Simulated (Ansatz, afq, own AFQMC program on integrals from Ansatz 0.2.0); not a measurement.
**AlH4, doublet: AFQMC among the cluster methods**

```
atom    x (Å)    y (Å)    z (Å)
  Al  -0.0622   0.0042  -0.1326
   H   0.4464   0.0058   1.9860
   H  -0.3194  -0.0049   1.9566
   H   0.7310   1.3873  -0.1886
   H   0.8065  -1.4994  -0.2050
```

Basis 6-31G. Noble-gas cores (and the filled d shells of Ga–Kr and In–Xe) are frozen. AFQMC by an in-house program on the Cholesky factors that Ansatz 0.2.0 writes for its CCSD(T) run. The CISD trial takes its coefficients from CCSD amplitudes. Released means that phaseless walkers are propagated on without the constraint, phases kept. Uncertainties: one standard error, sampling alone.

Determinant: UHF, the one that the program's search chose, which needn't be the lowest solution. The geometry is a point of a scan.

Full CI on the same integrals is exact in this basis and with this determinant's frozen core.

* T1 diagnostic: 0.0123
* weight of the determinant in the CISD state: 0.942
* ⟨S²⟩ of the determinant: 0.751
* size of the correlated space: 7 electrons in 16 orbitals

| level | correlation energy (eV) |
| --- | --- |
| MP2 | -1.3576 |
| CCSD | -1.9644 |
| CCSD(T) | -1.9837 |

(1) Estimate where phaseless AFQMC with a CISD trial lies against CCSD(T) on the same integrals.

(1) 0.30 ± 0.02 mEh below CCSD(T).

Reference: full CI, correlation energy -1.994 eV. The released energy is read at 2.40 1/Eh (meV from the phaseless value at times in 1/Eh: -0.4 ± 0.7 at 0.24, -0.6 ± 0.5 at 0.51, -1.1 ± 0.4 at 0.99, -1.6 ± 0.4 at 1.62, -1.9 ± 0.4 at 2.40).

| level | E − E(reference) (mEh) | share of correlation (%) |
| --- | --- | --- |
| CCSD(T) | 0.38 | 99.48 |
| CCSDT | 0.02 | 99.97 |
| CCSDT(Q) | 0.01 | 99.99 |
| CCSDTQ | 0.00 | 100.00 |
| ph-AFQMC/CISD | 0.08 ± 0.02 | 99.89 |
| released AFQMC | 0.01 ± 0.01 | 99.98 |

CCSDT and higher add their correlation energy to the determinant of the CCSD(T) run, since their own runs factorise the integrals more tightly (a shift of under 2 meV). Released energies are given only where the last usable release times agree within the noise; a slower fall can still hide under it.
